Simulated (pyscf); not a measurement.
hydrogen chloride (HCl) + [Cl–In–Cl]• -> Cl–In(Cl)–Cl + H atom (H•) (atom transfer; doublet surface; Cl–H broken, Cl–In formed). Structures and frequencies: ωB97X-D3(BJ)/def2-SVP in PySCF. Energies in kJ/mol from the separated reactants.

```tsv
level	barrier	reaction energy
ωB97X-D3(BJ)/def2-TZVP	105.8	+61.7
r²SCAN/def2-TZVP	[?]	+87.1
B3LYP-D3(BJ)/def2-TZVP	[?]	[?]
PBE0-D3(BJ)/def2-TZVP	96.3	+80.5
M06-2X/def2-TZVP	113.6	+79.9
HF/def2-TZVP	141.7	+53.7
```

Problem. What belongs in the gaps?

Solution. 
- r²SCAN/def2-TZVP, barrier: 87.9
- B3LYP-D3(BJ)/def2-TZVP, barrier: 103.2
- B3LYP-D3(BJ)/def2-TZVP, reaction energy: +100.0

The functionals in the table span 25.7 kJ/mol in this barrier, from r²SCAN to M06-2X. On the reactant side the descent ends in a complex, 33.1 kJ/mol under the separated species and 138.8 kJ/mol under the saddle at ωB97X-D3(BJ)/def2-TZVP. This is the saddle that the search found; another between the same sides may lie lower. The angle at the transferred Cl is 179°. Elements past Kr carry the def2 core potentials, without spin-orbit coupling.
